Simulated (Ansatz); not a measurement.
ScBiO3: from a trial structure to a relaxed crystal

Level of theory: DFT PBEsol, scalar-relativistic, plane waves, PAW in Ansatz 0.2.0.

The start puts ScBiO3 on the hexagonal perovskite (2H) structure type (P6_3/mmc, No. 194), with Bi in place of Ba, Sc in place of Ni, at a guessed volume.

Input of the last, converged step (default PAW datasets):

```yaml
crystal:
  lattice:
    - [5.4000094971, 0.0, 0.0]
    - [-2.7000047486, 4.6765454052, 0.0]
    - [0.0, 0.0, 5.1378398273]
  atoms:
    - { symbol: Sc, position: [0.0, 0.0, 0.5] }
    - { symbol: Sc, position: [0.0, 0.0, 0.0] }
    - { symbol: Bi, position: [0.3333333333, 0.6666666667, 0.75] }
    - { symbol: Bi, position: [0.6666666667, 0.3333333333, 0.25] }
    - { symbol: O, position: [0.1709852712, 0.3419705424, 0.25] }
    - { symbol: O, position: [0.8290147288, 0.1709852712, 0.75] }
    - { symbol: O, position: [0.8290147288, 0.6580294576, 0.75] }
    - { symbol: O, position: [0.1709852712, 0.8290147288, 0.25] }
    - { symbol: O, position: [0.6580294576, 0.8290147288, 0.25] }
    - { symbol: O, position: [0.3419705424, 0.1709852712, 0.75] }
basis:
  ecutwfc: 420
kpoints:
  mp_grid: { grid: [6, 6, 6] }
hamiltonian:
  xc: pbesol
scf:
  occupations: { method: gaussian, width: 0.02 }
output:
  forces: true
  stress: true
  eigenvalues: true
relax:
  adjacent_minimum: "off"
  f_tol: 0.01
  max_steps: 80
  cell: { stress_tol: 0.05 }
```

Launched as:

```bash
ansatz run input.yaml --threads 1 --pin off --max-ram 2560MiB --backend cpu --events-out ev --progress --plain --runs-dir out
```

The run took 48 s on 1 thread of Arm Neoverse V2, with other jobs on the host, peak memory 0.49 GiB.

End of the output:

```
SCF converged after 8 iterations
Free energy (F): -32074.711101 eV
Harris-Foulkes:  -32074.711101 eV  (|F-HF|=1.09e-11)
Internal energy: -32074.711101 eV  (E = F + TS)
E sigma→0 (E₀):  -32074.711101 eV
Fermi energy:    10.989771 eV
--- Per-component energies (eV) ---
  E_band       = -345.946531
  E_kinetic    = 2176.638401
  E_local      = -5837.942164  (includes V_loc(G=0)·N_el)
  E_nonlocal   = 1584.288335
  E_hartree    = 1931.006471
  E_xc         = -950.375477
  E_vxc        = -1113.889949  (∫ρ·V_xc dr)
  E_paw        = -23793.410582  (= ΣΔE_a)
  E_vpaw       = -1017.067360  (= ΣTr[D̂ρ^β])
  E_aug_tail   = 0.013264  (compensation charges beyond the density's cutoff)
  E_ewald      = -7185.578632
  E_core_change = 0.649282  (= ΣΔE_core)
  E_smearing   =  0.000000  (= −TS)
  E_closure    = 0.000000  (closes the sum)
  Σ components = -32074.711101   (vs F -32074.711101, Δ=0.00e0)
--- Forces (eV/Å), atoms counted from 1 ---
  atom   1  Sc     0.00000000     0.00000000     0.00000000
  atom   2  Sc     0.00000000     0.00000000     0.00000000
  atom   3  Bi     0.00000000     0.00000000     0.00000000
  atom   4  Bi     0.00000000     0.00000000     0.00000000
  atom   5  O      0.00000000    -0.00488489     0.00000000
  atom   6  O      0.00423044    -0.00244245     0.00000000
  atom   7  O      0.00000000     0.00488489     0.00000000
  atom   8  O     -0.00423044     0.00244245     0.00000000
  atom   9  O      0.00423044     0.00244245     0.00000000
  atom  10  O     -0.00423044    -0.00244245     0.00000000
  max |Σ_I F_I| component: 1.99e-17 eV/Å
--- Stress (GPa, compression-positive) ---
       -0.036742       0.000000       0.000000
        0.000000      -0.036742       0.000000
        0.000000       0.000000       0.025295
  P = ⅓ Tr σ = -0.0161 GPa (-0.161 kbar)
--- Relaxed structure (3 steps of the walk, 2 accepted, 1 SCFs on fresh bases) ---
  F+E_penalty+E_count = -32074.71110134 eV   max|allowed force component| = 4.885e-3 eV/Å   (the final SCF, on the basis selected at the relaxed cell)
  cell:  # Å, volume = 129.5682 Å³
    - [5.392184, 0.000000, 0.0]
    - [-2.696092, 4.669768, 0.0]
    - [0.0, 0.0, 5.145627]
  atoms:
    - { symbol: Sc, position: [0.000000, 0.000000, 0.5] }
    - { symbol: Sc, position: [0.000000, 0.000000, 0.0] }
    - { symbol: Bi, position: [0.333333, 0.666667, 0.750000] }
    - { symbol: Bi, position: [0.666667, 0.333333, 0.25] }
    - { symbol: O, position: [0.171047, 0.342094, 0.25] }
    - { symbol: O, position: [0.828953, 0.171047, 0.750000] }
    - { symbol: O, position: [0.828953, 0.657906, 0.750000] }
    - { symbol: O, position: [0.171047, 0.828953, 0.25] }
    - { symbol: O, position: [0.657906, 0.828953, 0.25] }
    - { symbol: O, position: [0.342094, 0.171047, 0.750000] }
```

Absolute energies hang on the potentials; compare differences alone.

The result has space group P6_3/mmc (No. 194). Sc is coordinated by 6 O at 2.05 Å and 2 Sc at 2.57 Å; Bi has 6 O at 2.70 Å and 6 O at 2.99 Å (next Sc at 3.37 Å); O has 2 Sc at 2.05 Å.

Against the elements it lies at -1.827 eV/atom. Energies over the elements count from the elements' standard structures at the same level (O₂ as a molecule), with no empirical corrections.

Spin–orbit coupling is left out.

Symmetry constrained the relaxation, so the result can be a saddle point.